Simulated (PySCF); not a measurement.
## Gas-phase XPS of `C[PH](C)=O`, computed

Species: C2H7OP.
Numbering: `[CH3:1][PH:2]([CH3:3])=[O:4]`

Level of theory: delta-SCF UKS SCAN, pcX-2 on the ionised atom, pcseg-1 elsewhere, spin-free X2C (PySCF 2.14.0). Binding energies are ΔSCF values: E(core-ionised, relaxed orbitals) − E(ground state) at a fixed geometry, referred to the vacuum level.

Task: Give the core binding energies atom by atom.

Result: 
```csv
atom(s),environment,level,binding energy (eV),2p1/2 (eV),count
P2,phosphoryl phosphorus,P 1s,2152.10,–,1
O4,phosphoryl oxygen,O 1s,536.14,–,1
C1/C3,sp3 carbon bound to phosphorus,C 1s,291.07,–,2
P2,phosphoryl phosphorus,P 2p3/2,138.14,139.03,1
```

Task: Which effective nuclear charge Zeff reproduces each element's mean 1s value in the hydrogen-like formula E = 13.606 eV × Zeff²?

Result: C (Z = 6): mean 291.1 eV, Zeff = 4.63, Z − Zeff = 1.37; O (Z = 8): mean 536.1 eV, Zeff = 6.28, Z − Zeff = 1.72; P (Z = 15): mean 2152.1 eV, Zeff = 12.58, Z − Zeff = 2.42. Means run over the listed sites, weighted by atom count.

Atoms equivalent by their bonding share one computed value, that of the first of them. Spin–orbit and ligand-field terms were added within each 2p shell after the spin-free SCF. 2p1/2 minus 2p3/2 (ligand field included): P 0.89 eV. Isolated species at its PBE0-D3(BJ)/def2-SVP geometry, gas phase.

On one thread of an Arm Neoverse N1 (shared host), this took 27 s wall and 0.45 GiB of memory at its peak.
